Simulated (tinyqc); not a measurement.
Worked calculation: CIS and TDHF on RHF in the sto-3g basis, frozen core, for HF, spin multiplicity 1. One step of it, computed by the program tinyqc.

Problem. CIS matrix, triplets. A(ia,jb) = (e_a - e_i) d_ij d_ab - (ij|ab).

orbital energies (hartree): MO1 -25.896859, MO2 -1.483808, MO3 -0.595929, MO4 -0.465594, MO5 -0.465594, MO6 0.668600

Two-electron integrals over orbitals (pq|rs), unique and non-zero (hartree); the lowest 1 orbital is frozen and left out:
```
(22|22) 0.857743    (32|22) -0.007575   (32|32) 0.158567    (33|22) 0.765061
(33|32) -0.058868   (33|33) 0.793157    (42|42) 0.178291    (43|42) -0.045821
(43|43) 0.051811    (44|22) 0.874713    (44|32) -0.076616   (44|33) 0.772748
(44|44) 0.997514    (52|52) 0.178291    (53|52) -0.045821   (53|53) 0.051811
(54|54) 0.053770    (55|22) 0.874713    (55|32) -0.076616   (55|33) 0.772748
(55|44) 0.889973    (55|55) 0.997514    (62|22) -0.137198   (62|32) -0.037487
(62|33) -0.044935   (62|44) -0.136630   (62|55) -0.136630   (62|62) 0.099544
(63|22) -0.147985   (63|32) 0.093072    (63|33) -0.130941   (63|44) -0.183605
(63|55) -0.183605   (63|62) 0.060223    (63|63) 0.162293    (64|42) -0.045276
(64|43) -0.012126   (64|64) 0.032172    (65|52) -0.045276   (65|53) -0.012126
(65|65) 0.032172    (66|22) 0.692332    (66|32) 0.076078    (66|33) 0.669376
(66|44) 0.655909    (66|55) 0.655909    (66|62) -0.068943   (66|63) -0.011856
(66|66) 0.718535
```

Give: CIS matrix A, triplet.

Solution.

CIS matrix A, triplet (hartree):
```
        2>6     3>6    4>6    5>6
2>6   1.460  -0.076  0.000  0.000
3>6  -0.076   0.595  0.000  0.000
4>6   0.000   0.000  0.478  0.000
5>6   0.000   0.000  0.000  0.478
```
